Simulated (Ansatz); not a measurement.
BH⁻, doublet: the ladder up to full CI

Geometry: a PBE0/def2-TZVPD stationary point for this spin.

```xyz
2

B     0.0000    0.0000    0.0000
H     0.0000    0.0000    1.2628
```

Basis aug-cc-pVDZ; Ansatz 0.2.0. Correlated methods freeze the noble-gas cores, which leaves 5 electrons in 31 orbitals. R marks a restricted (for open shells ROHF) determinant, U an unrestricted one. Active spaces: valence = (5e, 5o) chosen from the atoms' valence shells. This anion state lies near or above the neutral species, so the extra electron is weakly bound or unbound and the energies hang on the diffuse functions.

Full CI is exact within this basis and frozen core; it isn't the basis-set limit. The frozen core follows each run's orbitals, which can shift R against U totals by a few meV.

For open shells CISD and CISDTQ are restricted-active-space CI with the open shells as a complete middle space.

* UHF ⟨S²⟩: 1.104
* T1 diagnostic (RCCSD): 0.0226
* largest doubles amplitude (RCCSD): 0.087

| level | E − E(full CI) (kcal/mol) | share of correlation (%) | wall time |
| --- | --- | --- | --- |
| RHF | 68.63 | 0.00 | – |
| RMP2 | 18.30 | 73.33 | – |
| CISD | 5.10 | 92.57 | 0.63 s |
| RCCSD | 2.84 | 95.85 | – |
| RCCSD(T) | 0.74 | 98.93 | 1.1 s |
| BCCD(T) | 0.74 | 98.92 | 1.2 s |
| RCCSDT | 0.10 | 99.85 | – |
| CISDTQ | 0.08 | 99.88 | 6 s |
| RCCSDT(Q) | 0.02 | 99.97 | 3.5 s |
| CASSCF (valence space) | 47.81 | 30.34 | – |
| NEVPT2 (valence space) | 16.92 | 75.35 | 0.36 s |
| MRCISD (valence space) | 3.10 | 95.49 | – |
| MRCISD+Q (valence space) | 0.06 | 99.92 | 0.6 s |

The correlation energy at full CI, counted from RHF, is -2.976 eV. That run took 9.5 s on 1 thread of Arm Neoverse V2, shared host over 522,431 determinants.

Run but not shown, since their state or frozen core can't be matched to the reference's or they repeat it: UHF, UMP2, UCCSD, UCCSD(T), UCCSDT, UCCSDT(Q).

Times hold each run's SCF and search for its determinant on a shared host, so for small cases they say little of a method's own cost; they ran on 1 thread of Arm Neoverse V2.

The full-CI state has the irrep B1 of C2v, in the program's axes (one component, if the state is degenerate).

Natural occupations of full CI about the gap: 1.948 1.866 0.972 0.065 0.036 0.031 0.026 0.012 0.010 0.008; effectively unpaired electrons, Σ n²(2−n)², 1.10.
